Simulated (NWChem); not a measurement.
## Ionisation of methanethiol (CH4S)

```xyz
6

C      1.0468     0.4733     0.0000
S     -0.5720    -0.3413     0.0000
H      1.1988     1.0855     0.8999
H      1.7951    -0.3313     0.0000
H      1.1988     1.0855    -0.8999
H     -1.3215     0.7816     0.0000
```
Charge 0, spin multiplicity 1.

The numbers come from NWChem runs, not from measurements. The geometry was optimised at PBE0/def2-SVP, a minimum by its harmonic frequencies.

Basis set: def2-TZVP. The species with one electron less has spin multiplicity 2 and keeps the geometry of the parent. Δ marks differences of total energies (open shells unrestricted). −ε marks an orbital energy of the parent. That orbital need not have the symmetry of the hole or added electron in the Δ rows.

B3LYP has NWChem's definition, with VWN1-RPA local correlation. The stability of the SCF solutions was not checked.

Q: One of these methods gave a first vertical ionisation energy of 9.69 eV. Which?
(A) −ε(HOMO) of HF
(B) −ε(HOMO) of B3LYP
(C) ΔPBE
(D) −ε(HOMO) of PBE

A: A, −ε(HOMO) of HF. The others give 6.54 (−ε(HOMO) of B3LYP), 5.51 (−ε(HOMO) of PBE), 9.27 (ΔPBE).
